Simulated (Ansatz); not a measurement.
**BOF (SMILES O=BF): a rigid scan of the bond length B2–F3**

How does the energy rise as the bond length B2–F3 leaves its equilibrium value, and do density functionals follow CCSD(T)? No other atom is relaxed.

Program: Ansatz 0.2.0, Gaussian basis. Level of theory: single points in def2-TZVPP. These are calculated values, not measurements.

Levels: PBE-D4, r2SCAN-D4, PBE0-D4, B3LYP-D4, wB97M-V, Hartree-Fock, MP2, CCSD, CCSD(T). The scan takes 1.128, 1.173, 1.238, 1.315, 1.399, 1.490, 1.587, 1.689, 1.795 Å.

Correlated methods freeze the cores. B3LYP uses VWN-RPA correlation.

18 further runs of the same task are left out: 18 set aside as unsound or not needed.

### Step 1. Where the work starts

SMILES `O=BF`, 3 atoms, charge 0, spin multiplicity 1.

Atoms are counted from 1 here; the program's logs count them from 0.

Bond lengths: O1–B2 1.188 Å, B2–F3 1.282 Å. Angles: O1–B2–F3 179.9°.

As a file:

```
O     0.9733   -0.5591    0.4752
B     0.0248   -0.0150    0.0120
F    -0.9981    0.5741   -0.4872
```

### Step 2. Relaxation at PBE0-D4

Input file relax/in.yaml:

```yaml
crystal:
  periodic: [false, false, false]
  atoms:
    - {symbol: O, position_ang: [0.973330, -0.559120, 0.475190]}
    - {symbol: B, position_ang: [0.024790, -0.014970, 0.012020]}
    - {symbol: F, position_ang: [-0.998120, 0.574100, -0.487210]}
basis:
  gaussian: {orbitals: def2-TZVP}
hamiltonian: {xc: pbe0, dispersion: d4}
relax: {f_tol: 0.005, max_steps: 200}
```

No record of the launch command was kept for these runs.

The runs that follow: Reference energies at the minimum; B2–F3 = 1.128 Å; B2–F3 = 1.173 Å; B2–F3 = 1.238 Å; B2–F3 = 1.315 Å; B2–F3 = 1.399 Å; B2–F3 = 1.490 Å; B2–F3 = 1.587 Å; B2–F3 = 1.689 Å; B2–F3 = 1.795 Å.

Q: Predict the outcome of this session. Wanted: highest point, CCSD(T); lowest point, CCSD(T); minimum along the scan, CCSD(T); RMS deviation from CCSD(T); largest T1 diagnostic.

As calculated:

| quantity | value |
| --- | --- |
| highest point, CCSD(T) | 63.5 kcal/mol at 1.795 Å |
| lowest point, CCSD(T) | 0.0 kcal/mol at 1.282 Å |
| minimum along the scan, CCSD(T) | 1.289 Å |
| curvature there | 52.7 eV/Å² |
| RMS deviation from CCSD(T) | PBE-D4 2.4, r2SCAN-D4 0.9, PBE0-D4 1.7, B3LYP-D4 0.5, wB97M-V 0.5, Hartree-Fock 7.8, MP2 0.3, CCSD 1.3 kcal/mol |
| largest T1 diagnostic | 0.020 |

What this shows: A polynomial through the near points puts the CCSD(T) minimum 0.007 Å above the PBE0-D4 value. It is steeper on the short side than on the long one. Curvature against CCSD(T): PBE-D4 -5 %, Hartree-Fock +16 %. MP2 follows the CCSD(T) curve best and Hartree-Fock worst.
